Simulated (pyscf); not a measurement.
O=Ga–OH + H₂O → O=Ga–OH + H₂O (four-centre exchange; singlet surface; Ga–O, H–O broken, Ga–O, H–O formed). PySCF, gas phase, ωB97X-D3(BJ)/def2-SVP geometries. Correlated levels are frozen-core, on RHF or UHF. ΔMP2 is the change of the MP2 total energy from the triple- to the quadruple-zeta basis. Energies in kJ/mol from the separated reactants.

| level | barrier | reaction energy |
|---|---|---|
| ωB97X-D3(BJ)/def2-TZVP | [?] | 0.0 |
| B3LYP-D3(BJ)/def2-TZVP | -8.0 | 0.0 |
| PBE0-D3(BJ)/def2-TZVP | -17.8 | 0.0 |
| HF/def2-TZVP | 25.0 | 0.0 |
| MP2/def2-QZVPP | -4.4 | 0.0 |
| CCSD/def2-TZVPP | -0.3 | 0.0 |
| CCSD(T)/def2-TZVPP + ΔMP2(QZVPP) | [?] | 0.0 |

Q: Some entries are withheld; supply them.

A: 
- ωB97X-D3(BJ)/def2-TZVP, barrier: -11.6
- CCSD(T)/def2-TZVPP + ΔMP2(QZVPP), barrier: -3.1

On the reactant side the descent ends in an adduct with a Ga–O contact, 76.5 kJ/mol under the separated species and 64.9 kJ/mol under the saddle at ωB97X-D3(BJ)/def2-TZVP. On the product side the descent ends in an adduct with a Ga–O contact, 76.4 kJ/mol under the separated species and 64.8 kJ/mol under the saddle at ωB97X-D3(BJ)/def2-TZVP. At ωB97X-D3(BJ)/def2-TZVP, B3LYP-D3(BJ), PBE0-D3(BJ), MP2, CCSD(T) the saddle lies under the separated reactants, which points to a path from their complex (located at ωB97X-D3(BJ) alone). At ωB97X-D3(BJ)/def2-TZVP, B3LYP-D3(BJ), PBE0-D3(BJ), MP2, CCSD(T) the saddle lies under the separated products, which points to a path from their complex (located at ωB97X-D3(BJ) alone). What is counted as formed (Ga–O) is already present as a longer contact in the reactant adduct; forming that adduct is a step of its own. What is counted as broken (Ga–O) persists as a longer contact in the product adduct; parting that adduct is a step of its own. The same reactants have a lower exit, to HO–Ga(OH)–OH (barrier -63.2 kJ/mol at ωB97M-D3(BJ)/def2-TZVP, against -9.2 kJ/mol here). This is the saddle that the search found; another between the same sides may lie lower. The CCSD(T) − MP2 part came from Ansatz, without density fitting, on the same reference. The frozen core leaves the outer d or s,p core shells of the metals and heavy elements correlated in the MP2 and CC values, and def2-TZVPP describes them poorly, which can shift differences by a few kcal/mol. Elements up to Kr have no core potential and no relativistic terms here.
